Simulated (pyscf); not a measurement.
GeH₂ [singlet] + H₃C–OH → H₃C–O–GeH₃ (insertion; singlet surface; H–O broken, Ge–O, Ge–H formed). Single points on ωB97X-D3(BJ)/def2-SVP structures (PySCF, gas phase). Correlated levels are frozen-core, on RHF or UHF. ΔMP2 is the change of the MP2 total energy from the triple- to the quadruple-zeta basis. Energies in kcal/mol from the separated reactants.

```
level                             barrier  reaction energy
--------------------------------  -------  ---------------
ωB97X-D3(BJ)/def2-TZVP               13.6            -49.0
PBE/def2-TZVP                         6.3            -43.2
PBE0-D3(BJ)/def2-TZVP                 ___            -46.6
ωB97M-D3(BJ)/def2-TZVP               16.6            -42.9
CCSD/def2-TZVPP                      18.2            -46.0
CCSD(T)/def2-TZVPP                   13.5            -47.1
CCSD(T)/def2-TZVPP + ΔMP2(QZVPP)      ___              ___
```

Problem. What belongs in the gaps?

Solution. 
- PBE0-D3(BJ)/def2-TZVP, barrier: 10.5
- CCSD(T)/def2-TZVPP + ΔMP2(QZVPP), barrier: 13.4
- CCSD(T)/def2-TZVPP + ΔMP2(QZVPP), reaction energy: -46.2

On the reactant side the descent ends in an adduct with a Ge–O contact, 19.6 kcal/mol under the separated species and 33.2 kcal/mol under the saddle at ωB97X-D3(BJ)/def2-TZVP. What is counted as formed (Ge–O) is already present as a longer contact in the reactant adduct; forming that adduct is a step of its own. One saddle was located; it need not be the lowest between these sides. The CCSD(T) − MP2 part came from Ansatz, without density fitting, on the same reference. The frozen core leaves the outer d or s,p core shells of the metals and heavy elements correlated in the MP2 and CC values, and def2-TZVPP describes them poorly, which can shift differences by a few kcal/mol. Elements up to Kr have no core potential and no relativistic terms here.
